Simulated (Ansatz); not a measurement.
```xyz
11

C    -0.2066   -0.8757    1.0324
C     0.7718   -0.2133    0.0945
O     0.3669    1.1301   -0.2206
C    -0.5051    1.2671   -1.2145
O    -0.9764    0.3845   -1.8712
H     0.1632   -1.8656    1.3097
H    -1.1798   -0.9973    0.5555
H    -0.3288   -0.2885    1.9446
H     0.8722   -0.7764   -0.8348
H     1.7535   -0.1002    0.5548
H    -0.7309    2.3352   -1.3505
```

The species carries charge 0 and has multiplicity 1.

Task: List the ωB97M-V/def2-TZVPP orbital energies in eV (the Gaussian-basis code of Ansatz). (Estimate.)

Result: Computed: Occupied: -527.49, -525.92, -285.03, -283.13, -281.41, -33.91, -31.53, -24.62, -21.61, -18.90, -17.80, -16.35, -15.79, -15.17, -14.08, -13.47, -13.08, -12.19, -11.25, -10.71. Lowest empty: 2.40, 2.98, 3.81, 3.94, 4.25, 4.73, 4.86, 5.21.
